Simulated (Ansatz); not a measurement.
# How far each method lies from UCCSDT(Q) for AsH2⁻, triplet

Geometry: a PBE0/def2-TZVPD stationary point for this spin, not checked as a minimum. The singlet lies 1.6 eV lower here.

```xyz
3

As    0.0000    0.0191    0.0272
H     0.0000   -1.5033   -0.1111
H     0.0000    0.0833   -1.9075
```

Basis aug-cc-pVTZ; Ansatz 0.2.0. Only valence electrons are correlated (noble-gas cores and the filled d shells of p-block atoms frozen), which leaves 8 electrons in 91 orbitals. R marks a restricted (for open shells ROHF) determinant, U an unrestricted one. Active spaces: valence = (8e, 6o) chosen from the atoms' valence shells. No spin–orbit coupling is included, and no scalar relativity. This anion state lies near or above the neutral species, so the extra electron is weakly bound or unbound and the energies hang on the diffuse functions.

Full CI isn't at hand for all of this; UCCSDT(Q) serves as the reference, and is uncertain by about the last step of the cluster series. The frozen core follows each run's orbitals, which can shift R against U totals by a few meV for light atoms and by up to 0.1 eV past Ca.

* UHF ⟨S²⟩: 2.027
* T1 diagnostic (RCCSD): 0.0444
* largest doubles amplitude (RCCSD): 0.038
* T1 diagnostic (UCCSD): 0.0419

Task: From what is known of these methods and the diagnostics, rank them by the size of their error in total energy against UCCSDT(Q) in aug-cc-pVTZ, smallest first (an estimate: the text doesn't fix the numbers).
A. UHF
B. UMP2
C. UCCSD(T)
D. UCCSDT
E. UCCSD

Result: D (1.0 kJ/mol), C (4.0 kJ/mol), E (23.7 kJ/mol), B (95.1 kJ/mol), A (469.8 kJ/mol).

All errors are against UCCSDT(Q) in aug-cc-pVTZ. Within each family the higher level lies nearer, as is usual though not guaranteed.

Natural occupations of CASSCF (valence space) about the gap: 2.000 1.997 1.970 1.000 1.000 0.032; effectively unpaired electrons, Σ n²(2−n)², 2.01.
